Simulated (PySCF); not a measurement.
## C4H5P: core ionisation energies

Compound: C4H5P.
Bonds: C1–C2, C2–C3 (double), C3–P4, P4–C5, C1–C5 (double). Hydrogens: H6 on C1; H7 on C2; H8 on C3; H9 on P4; H10 on C5.

Computed, not measured: PySCF 2.14.0, delta-SCF UKS SCAN, pcX-2 on the ionised atom, pcseg-1 elsewhere, spin-free X2C. Binding energies are ΔSCF values: E(core-ionised, relaxed orbitals) − E(ground state) at a fixed geometry, referred to the vacuum level.

Give the core binding energies atom by atom.

```csv
atom(s),bonded to,level,binding energy (eV),2p1/2 (eV),above the level's lowest (eV),count
P4,2 C (aromatic in the SMILES) and H,P 1s,2150.19,–,0.00,1
C1/C2,2 C (aromatic in the SMILES) and H,C 1s,290.43,–,+0.39,2
C3/C5,"C (aromatic in the SMILES), H and P (aromatic in the SMILES)",C 1s,290.04,–,0.00,2
P4,2 C (aromatic in the SMILES) and H,P 2p3/2,136.57,137.46,0.00,1
```

Lowest listed C 1s: C3/C5, bonded to C (aromatic in the SMILES), H and P (aromatic in the SMILES). Highest, 0.39 eV above it: C1/C2, bonded to 2 C (aromatic in the SMILES) and H. Summing the Pauling electronegativity differences to the bonded atoms, each weighted by its formal bond order, gives -0.89 for the lowest site and -0.35 for the highest.

Which photon energy gives electrons from P 2p3/2 of P4 a kinetic energy of 100 eV, and what is their de Broglie wavelength?

hν = 136.57 + 100 = 236.57 eV, recoil neglected; λ = 12.264 Å/√(E/eV) = 1.23 Å.

Give the binding energy of P 2p3/2 of P4 in hartree and in kJ/mol.

136.57 eV = 5.0189 Eh = 13177 kJ/mol.

The first atom of each set that the bonding makes equivalent was ionised and stands for the set. 2p3/2 and 2p1/2 are the ΔSCF energy of one spin-free 2p hole plus the eigenvalues of a spin–orbit and ligand-field matrix of the shell. 2p1/2 minus 2p3/2 (ligand field included): P 0.89 eV. Geometry: PBE0-D3(BJ)/def2-SVP; no solvent, vibrations or thermal averaging.

Time: 23 s of wall time; peak memory 0.53 GiB. Hardware: an Arm Neoverse V1 with one thread, no GPU, shared host with 32 logical CPUs at a one-minute load of 18.
